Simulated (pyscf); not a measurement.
H₃C–CH₂–OH (SMILES CCO) + H• (SMILES [H]) -> •H₂C–CH₃ (SMILES [CH2]C) + H₂O (SMILES O), a substitution at O (doublet surface; C–O broken, H–O formed). PySCF, gas phase, ωB97X-D3(BJ)/def2-SVP geometries. MP2 and CC: frozen core, UHF for open shells. ΔMP2 is the change of the MP2 total energy from the triple- to the quadruple-zeta basis. Energies in eV from the separated reactants.

Small-basis levels: PySCF, no dispersion term, spherical d functions. AM1 to PM7: differences of heats of formation from MOPAC, which are fitted to 298 K values and so differ in kind from electronic energies by zero-point and thermal terms. GFN2-xTB: tblite. Open shells are spin-unrestricted. 

```tsv
level	barrier	reaction energy
HF/3-21G	1.55	-0.84
SVWN5/6-31G*	0.60	-0.42
B3LYP/3-21G	0.50	-0.63
B3LYP/6-311+G**	___	-1.26
GFN2-xTB	___	+0.19
AM1	0.58	-1.35
PM3	0.61	-1.36
CCSD(T)/def2-TZVPP + ΔMP2(QZVPP)	___	-1.13
```

**Question.** What belongs in the gaps?

**Answer.** 
- B3LYP/6-311+G**, barrier: 0.76
- GFN2-xTB, barrier: 1.56
- CCSD(T)/def2-TZVPP + ΔMP2(QZVPP), barrier: 1.09

Against the last row the barrier runs from -0.58 (B3LYP/3-21G) to +0.47 eV (GFN2-xTB). CCSD(T)/def2-TZVPP + ΔMP2(QZVPP) has limits of its own. One saddle was located; it need not be the lowest between these sides. The angle at the attacked O is 159°. The CCSD(T) − MP2 part came from Ansatz, without density fitting, on the same reference.
